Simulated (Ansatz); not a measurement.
## Worked example: correlation energy of NH, triplet

Geometry: a point of a stretch scan, not a stationary point.

```xyz
2

N     0.0000    0.0000    0.0000
H     0.0000    0.0000    0.9470
```

Basis aug-cc-pVDZ; Ansatz 0.2.0. Correlated methods freeze the noble-gas cores, which leaves 6 electrons in 31 orbitals. Prefix R: restricted or restricted open-shell reference; prefix U: unrestricted.

Full CI is exact within this basis and frozen core; it isn't the basis-set limit. The frozen core follows each run's orbitals, which can shift R against U totals by a few meV.

Runs differ by some tens of microhartree through their thresholds and, for an open shell, their frozen cores, so steps under 0.1 kcal/mol mean nothing.

```json
{"level": "UHF", "total energy (hartree)": "-54.966070"}
{"level": "UMP2", "total energy (hartree)": "-55.074587"}
{"level": "UCCSD", "total energy (hartree)": "-55.094333"}
{"level": "UCCSD(T)", "total energy (hartree)": "-55.096602"}
{"level": "UCCSDT", "total energy (hartree)": "-55.097001"}
{"level": "UCCSDT(Q)", "total energy (hartree)": "-55.097101"}
{"level": "full CI", "total energy (hartree)": "-55.097044"}
```

Q: What is the correlation energy at full CI, and what share of it do UMP2 and UCCSD recover?

A: E(corr) = -55.097044 − (-54.966070) = -0.130974 hartree = -3.564 eV. UMP2: -0.108517 / -0.130974 = 82.85 %. UCCSD: -0.128263 / -0.130974 = 97.93 %.

Q: By how many kcal/mol does UCCSD(T) miss full CI (1 hartree = 627.509 kcal/mol), and which steps make up the rest?

A: -55.096602 − (-55.097044) = 0.000442 hartree = 0.28 kcal/mol. Steps: UCCSDT − UCCSD(T) = -0.25, UCCSDT(Q) − UCCSDT = -0.06, full CI − UCCSDT(Q) = 0.04 kcal/mol. That is within 1 kcal/mol of the reference in this basis, which itself misses far more of the correlation at the basis-set limit.
